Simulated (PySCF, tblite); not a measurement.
Isomers of C3H6NO (doublet state), one GFN2-xTB conformer each. Single-point energies are computed at B3LYP/pcH-1 (PySCF, gas phase, no added dispersion term), electronic only. GFN2-xTB treats the open shell by occupation alone, and not every SCF solution was tested for stability.

Task: Rank them by B3LYP/pcH-1 energy, lowest first (kJ/mol).
A. `[CH3:1][CH:2][C:3]([NH2:4])=[O:5]` (doublet state) with C1–C2–C3–N4 -179°, C2–C3–N4–H -174° and -11°
B. `[CH2:1][NH:2][C:3]([CH3:4])=[O:5]` (doublet state) with H–C1–N2–C3 0° and 179°, C1–N2–C3–C4 180°
C. `[CH3:1][CH2:2][NH:3][C:4]=[O:5]` (doublet state) with C1–C2–N3–C4 -118°, C2–N3–C4–O5 -2°
D. `[H]/[N:5]=[C:4]/[O:3][CH2:2][CH3:1]` (doublet state) with C1–C2–O3–C4 -76°, C2–O3–C4–N5 -1°

Result: A (0.0), B (24.3), C (38.0), D (140.1).

Neighbours under 21 kJ/mol apart ([CH2]NC(C)=O and CCN[C]=O) can change places with a better method, another conformer or zero-point energy. GFN2-xTB itself gives, in the same order: 4.5, 0.0, 21.1, 79.2. GFN2-xTB puts [CH2]NC(C)=O lowest instead; measured from each level's own lowest isomer, the values differ by up to 60.9 kJ/mol ([H]/N=[C]/OCC: 79.2 against 140.1).

Task: What happens when harmonic zero-point energies from GFN2-xTB frequencies are added?

Result: 
```json
{"SMILES": "C[CH]C(N)=O", "ZPE (kJ/mol)": "223.8", "electronic (kJ/mol)": "0.0", "with ZPE (kJ/mol)": "0.0"}
{"SMILES": "[CH2]NC(C)=O", "ZPE (kJ/mol)": "224.5", "electronic (kJ/mol)": "24.3", "with ZPE (kJ/mol)": "25.0"}
{"SMILES": "CCN[C]=O", "ZPE (kJ/mol)": "231.4", "electronic (kJ/mol)": "38.0", "with ZPE (kJ/mol)": "45.6"}
{"SMILES": "[H]/N=[C]/OCC", "ZPE (kJ/mol)": "229.0", "electronic (kJ/mol)": "140.1", "with ZPE (kJ/mol)": "145.3"}
```

The zero-point energies span 7.6 kJ/mol. The order is unchanged.

Task: As an exercise, what shares would exp(−E/RT) give at 2000 K from these electronic energies alone (no entropy, no degeneracies)?

Result: RT = 16.629 kJ/mol: C[CH]C(N)=O 75.0 %, [CH2]NC(C)=O 17.4 %, CCN[C]=O 7.6 %, [H]/N=[C]/OCC under 0.1 %.
